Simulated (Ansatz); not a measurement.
H2Si–As, quartet: reading a ladder of total energies

Geometry: that of the H2Si–As, doublet, kept fixed. The doublet lies 2.0 eV lower here.

```xyz
4

Si    0.0000    0.0000    1.5272
As    0.0000    0.0000   -0.6362
H     0.0000    1.2259    2.3663
H     0.0000   -1.2259    2.3663
```

Basis cc-pVDZ; Ansatz 0.2.0. Correlated methods freeze the noble-gas cores and the filled d shells of p-block atoms, which leaves 11 electrons in 36 orbitals. R marks a restricted (for open shells ROHF) determinant. No spin–orbit coupling is included, and no scalar relativity.

Full CI isn't at hand for all of this; RCCSDTQ serves as the reference, and is uncertain by about the last step of the cluster series.

Runs differ by some tens of microhartree through their thresholds and, for an open shell, their frozen cores, so steps under 0.03 kcal/mol mean nothing.

```csv
level,total energy (hartree)
RHF,-2524.179148
RMP2,-2524.339159
RCCSD,-2524.374040
RCCSD(T),-2524.378977
RCCSDT,-2524.380042
RCCSDT(Q),-2524.380306
RCCSDTQ,-2524.380339
```

**Question.** What is the correlation energy at RCCSDTQ, and what share of it do RMP2 and RCCSD(T) recover?

**Answer.** E(corr) = -2524.380339 − (-2524.179148) = -0.201191 hartree = -5.475 eV. RMP2: -0.160011 / -0.201191 = 79.53 %. RCCSD(T): -0.199829 / -0.201191 = 99.32 %.

**Question.** By how many kcal/mol does RCCSD(T) miss RCCSDTQ (1 hartree = 627.509 kcal/mol), and which steps make up the rest?

**Answer.** -2524.378977 − (-2524.380339) = 0.001362 hartree = 0.85 kcal/mol. Steps: RCCSDT − RCCSD(T) = -0.67, RCCSDT(Q) − RCCSDT = -0.17, RCCSDTQ − RCCSDT(Q) = -0.02 kcal/mol. Differences between like states or geometries often cancel part of this.
